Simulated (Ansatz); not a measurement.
A nudged elastic band was laid between two geometries of C2H6 + H3Si (12 atoms, charge 0, multiplicity 2).

The calculation used UKS PBE0/6-31G* in Ansatz 0.2.0.

```yaml
movable_images: 9
climbing_image: yes
spring: 5.0 eV/Å²
optimiser: quadratic models (default)
start_path: through a guess of the saddle point
force_threshold: 0.05 eV/Å
iteration_limit: 60
end_points: relaxed
```

First end point:

```xyz
12
Properties=species:S:1:pos:R:3
H -0.359 -0.572 0.612
C 0.053 -0.379 1.609
C 1.019 0.798 1.590
Si -1.003 -0.419 -2.864
H 0.549 -1.297 1.944
H -0.789 -0.194 2.285
H 1.862 0.613 0.915
H 1.431 0.993 2.587
H 0.523 1.716 1.254
H -2.165 -1.324 -3.087
H 0.206 -0.914 -3.581
H -1.327 0.979 -3.263
```

Last end point:

```xyz
12
Properties=species:S:1:pos:R:3
H -0.616 -0.415 -0.991
C 0.129 -0.359 1.827
C 1.037 0.801 1.649
Si -0.929 -0.442 -2.446
H 0.509 -1.374 1.797
H -0.896 -0.219 2.154
H 1.837 0.585 0.931
H 1.534 1.087 2.592
H 0.499 1.690 1.300
H -2.085 -1.346 -2.694
H 0.252 -0.938 -3.205
H -1.270 0.929 -2.914
```

(1) Which bonds break or form, and what moves?

(2) Give the energies along the band, and the barrier.

(3) What is the geometry of the highest image?

(4) What are the harmonic wavenumbers there?

Answers

(1) Bonds broken: H1–C2. Bonds formed: H1–Si4. C2H6 + H3Si becomes C2H5 + H4Si.

(2) The forces met the threshold. The highest image is number 6 of 0 to 10, 0.87 eV above the first end and 0.24 eV above the last; the last end lies 0.63 eV above the first. A vibrational analysis at the climbing image gives one clearly imaginary mode, 909i cm⁻¹: a first-order saddle point.

```tsv
image	path coordinate (Å)	energy (eV)	H1–C2 (Å)	H1–Si4 (Å)
0	0.00	0.00	1.10	3.54
1	0.44	0.00	1.10	3.33
2	0.88	0.01	1.10	3.03
3	1.33	0.04	1.10	2.73
4	1.77	0.11	1.10	2.45
5	2.21	0.24	1.13	2.15
6	2.65	0.87	1.60	1.62
7	3.11	0.72	2.09	1.50
8	3.57	0.66	2.41	1.49
9	4.03	0.63	2.69	1.49
10	4.49	0.63	2.92	1.49
```

(3) 
```xyz
12
Properties=species:S:1:pos:R:3:forces:R:3
H -0.417 -0.405 -0.347 -0.01 0.00 -0.03
C -0.030 -0.375 1.208 0.00 0.01 0.01
C 0.930 0.766 1.327 0.00 -0.01 -0.01
Si -0.766 -0.393 -1.929 0.01 -0.02 0.02
H 0.369 -1.384 1.309 0.00 0.00 -0.01
H -1.024 -0.248 1.633 0.00 0.00 0.00
H 1.808 0.622 0.687 0.00 0.00 0.00
H 1.300 0.877 2.358 -0.01 0.00 0.00
H 0.461 1.717 1.050 0.00 0.00 0.00
H -1.935 -1.280 -2.198 0.01 0.01 0.00
H 0.402 -0.888 -2.716 -0.01 0.00 0.00
H -1.098 0.989 -2.381 0.00 0.00 0.00
```

(4) 909i, 36, 98, 132, 236, 303, 508, 544, 829, 849, 879, 937, 938, 1059, 1080, 1105, 1141, 1228, 1426, 1490, 1513, 1516, 2234, 2252, 2255, 3037, 3107, 3144, 3153, 3243 cm⁻¹.

The run took 5.8 min on 2 threads of Arm Neoverse N1 (shared host), peak memory 0.17 GiB.
